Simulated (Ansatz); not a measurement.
# C2H4N: the cost of one run

Program: Ansatz 0.2.0. Level of theory: the levels named in each step. These are calculated values, not measurements.

## Step 1: The structure to begin with

Bond lengths: C1–N2 1.138 Å, C1–H4 1.058 Å, C3–H5 1.068 Å, C3–H6 1.068 Å, C3–H7 1.068 Å. Angles: N2–C1–H4 179.9°, H5–C3–H6 119.9°, H5–C3–H7 119.9°, H6–C3–H7 120.0°.

Coordinates:

```xyz
7

C    -0.9811    0.0615   -0.4916
N    -1.4522    0.6830    0.3370
C     2.1708   -0.6501    0.1592
H    -0.5438   -0.5162   -1.2629
H     1.7334    0.2176    0.6019
H     3.1095   -0.5757   -0.3444
H     1.7054   -1.6035    0.2831
```

## Step 2: A rough first relaxation, PBE-D4/def2-SVP

This run stands in another session on the same molecule. It ended at:

```xyz
7

C    -1.0461    0.2021   -0.3914
N    -2.1571    0.5355   -0.5288
C     2.1953   -0.7413    0.1061
H    -0.0026   -0.1088   -0.2560
H     2.3197    0.0285    0.8814
H     2.5187   -0.5355   -0.9241
H     1.9139   -1.7638    0.3949
```

## Step 3: Relaxation, HF/STO-3G

The input, input.yaml:

```yaml
crystal:
  periodic: [false, false, false]
  atoms:
    - { symbol: C, position_ang: [-1.04612717, 0.20207189, -0.3913752] }
    - { symbol: "N", position_ang: [-2.15706621, 0.53553926, -0.52875514] }
    - { symbol: C, position_ang: [2.19531153, -0.7413246, 0.10614392] }
    - { symbol: H, position_ang: [-0.00255467, -0.10881488, -0.25601707] }
    - { symbol: H, position_ang: [2.31965963, 0.02849539, 0.88144489] }
    - { symbol: H, position_ang: [2.51872096, -0.53551063, -0.9240638] }
    - { symbol: H, position_ang: [1.91393593, -1.76377642, 0.3949024] }
magnetization:
  spin_polarized: true
  initial_magnetization: 1
basis:
  gaussian: { orbitals: STO-3G }
hamiltonian:
  xc: hf
relax:
  f_tol: 0.002
  max_steps: 150
```

The run is started by

```
ansatz run input.yaml --threads 2 --pin off --max-ram 5120MiB --backend cpu --events-out ev --progress --plain --runs-dir out
```

**Question.** How long does this run take on 2 threads of AMD EPYC (Zen 3), shared host, and how much memory does it need?

About 17 s, with a peak of 0.097 GiB.
